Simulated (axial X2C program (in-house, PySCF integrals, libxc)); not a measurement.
PC⁻ along the bond: HF, 2c

All values were computed with an in-house relativistic program for diatomic molecules. Two-component (2c) means X2C with spin–orbit coupling and atomic mean-field two-electron Coulomb and Gaunt terms. Basis: P dyall-av3z [9s8p3d2f], C dyall-av3z [8s7p3d2f] (cores contracted in-house); Gaussian nuclei, density fitting, unrestricted open shells. Masses: P 30.974 u, C 12.000 u.

State: Ω = 0 (closed shell). Dipoles are positive if C is the positive end and refer to the centre of mass.

| R (Å) | μ (D) | HOMO (eV) | LUMO (eV) |
| --- | --- | --- | --- |
| 1.393 | -3.472 | -3.80 | 4.14 |
| 1.457 | -3.276 | -3.94 | 4.11 |
| 1.505 | -3.128 | -3.76 | 4.10 |
| 1.553 | -2.981 | -3.60 | 4.08 |
| 1.601 | -2.834 | -3.45 | 4.06 |
| 1.657 | -2.665 | -3.29 | 4.04 |
| 1.713 | -2.499 | -3.14 | 4.02 |
| 1.785 | -2.289 | -2.97 | 3.99 |
| 1.873 | -2.039 | -2.79 | 3.96 |
| 2.001 | -1.799 | -2.60 | 3.92 |

Q: The minimum lies at 1.580 Å. What is the dipole moment there?

A: At HF, 2c, with the sign and origin stated: μ = -2.90 D.

The state is one determinant whose occupation by symmetry is held fixed; it was picked as the lowest of a PBE0 search that is not exhaustive. The closed shell is kept restricted, so the energy runs too high when the bond is stretched far. The LUMO of an anion is an unbound level whose energy the basis sets.
